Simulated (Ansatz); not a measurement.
**How far each method lies from UCCSDT(Q) for HGe–AsH, doublet**

Geometry: displaced at random from a stationary point.

```yaml
atoms:
  - { symbol: Ge, position_ang: [0.0832, -0.0550, 1.2463] }
  - { symbol: As, position_ang: [-0.0817, 0.0539, -1.2077] }
  - { symbol: H, position_ang: [-0.0050, 1.5177, 1.3021] }
  - { symbol: H, position_ang: [0.0781, -1.5573, -1.3492] }
```

Basis cc-pVDZ; Ansatz 0.2.0. Correlated methods freeze the noble-gas cores and the filled d shells of p-block atoms, which leaves 11 electrons in 36 orbitals. R marks a restricted (for open shells ROHF) determinant, U an unrestricted one. Active spaces: valence = (11e, 10o) chosen from the atoms' valence shells. No spin–orbit coupling is included, and no scalar relativity.

Full CI isn't at hand for all of this; UCCSDT(Q) serves as the reference, and is uncertain by about the last step of the cluster series. The frozen core follows each run's orbitals, which can shift R against U totals by a few meV for light atoms and by up to 0.1 eV past Ca.

Unrestricted rows (U) aren't spin-pure: their determinants' ⟨S²⟩ exceeds S(S+1) by up to 0.22, so they mix in states of higher spin. HF rows are the lowest solutions found. Coupled cluster chose its determinant by trial CCSD, here up to 0.03 eV above the lowest Hartree–Fock solution of its kind, and MP2 stands on that determinant too.

```
UHF ⟨S²⟩                            : 0.973
⟨S²⟩ of the determinant under UCCSD : 0.764
T1 diagnostic (RCCSD)               : 0.0232
largest doubles amplitude (RCCSD)   : 0.074
T1 diagnostic (UCCSD)               : 0.0247
```

```tsv
level	E − E(UCCSDT(Q)) (kcal/mol)	wall time
UHF	132.44	14 s
UMP2	29.53	–
UCCSD	4.96	–
UCCSD(T)	1.05	56 s
UCCSDT	0.25	–
```

Run but not shown, since their state, orbitals or frozen core can't be matched to the reference's or they repeat it: RHF, RMP2, CISD, RCCSD, RCCSD(T), BCCD(T), RCCSDT, RCCSDT(Q), CASSCF (valence space), NEVPT2 (valence space), MRCISD (valence space), MRCISD+Q (valence space).

Times hold each run's SCF and search for its determinant on a shared host, so for small cases they say little of a method's own cost; they ran on 1 thread of Arm Neoverse V1.

Natural occupations of CASSCF (valence space) about the gap: 1.993 1.980 1.969 1.958 1.928 0.999 0.062 0.048 0.035 0.027; effectively unpaired electrons, Σ n²(2−n)², 1.06.
